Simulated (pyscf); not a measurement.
7 gas-phase steps of one pattern: four-centre exchange on the singlet surface, Cl–H + Ge–N or Cl–H + N–Si or F–H + Ge–N or F–H + N–Si broken and Cl–Ge + H–N or Cl–Si + H–N or F–Ge + H–N or F–Si + H–N formed. Single points on ωB97X-D3(BJ)/def2-SVP structures (PySCF, gas phase). Electronic energies in kcal/mol, between the relaxed ends of the descent from the saddle (adducts or complexes of the species named), with the reactant end as zero; ΔE‡ and ΔE at ωB97X-D3(BJ)/def2-TZVP. Rows were drawn at random from the steps of this pattern with a verified saddle, stable references and a bound adduct at one end at least.

```json
[
 {"row": "1", "step": "HCl + H₂N–Ge:–Cl [singlet] -> Cl–Ge:–Cl [singlet] + NH₃", "ΔE": "-32.5", "ΔE‡": "1.9"},
 {"row": "2", "step": "HCl + H₂N–Si:–Cl [singlet] → Cl–Si:–Cl [singlet] + NH₃", "ΔE": "-27.6", "ΔE‡": "?"},
 {"row": "3", "step": "HF + H₂N–GeH(F)–F → F–GeH(F)–F + NH₃", "ΔE": "-14.1", "ΔE‡": "8.6"},
 {"row": "4", "step": "H₂N–GeH₃ + HF -> F–GeH₃ + NH₃", "ΔE": "-6.9", "ΔE‡": "15.6"},
 {"row": "5", "step": "HF + H₂N–GeH₂–F -> F–GeH₂–F + NH₃", "ΔE": "-5.4", "ΔE‡": "8.1"},
 {"row": "6", "step": "H₂N–Si(OH)(OH)–OH + HF → HO–Si(OH)(OH)–F + NH₃", "ΔE": "-4.8", "ΔE‡": "10.1"},
 {"row": "7", "step": "HCl + H₂N–Ge(Cl)(Cl)–Cl -> Cl–Ge(Cl)(Cl)–Cl + NH₃", "ΔE": "-4.6", "ΔE‡": "11.3"}
]
```

**Question.** Fit ΔE‡ = a + b·ΔE to the other rows and predict row 2.

**Answer.** Over the 6 complete rows the means are -11.4 (ΔE) and 9.3 (ΔE‡); least squares gives b = 0.33 and a = 13.0 kcal/mol, with residuals of 2.4 kcal/mol (root mean square; largest 4.9, row 4). For row 2: 13.0 + 0.33 × (-27.6) = 3.9 kcal/mol. The computed barrier is 6.2 kcal/mol, 2.3 over the line. The scatter is large against the spread of the barriers, so the line says little here. Each barrier is that of the saddle found. Elements up to Kr have no core potential and no relativistic terms here.
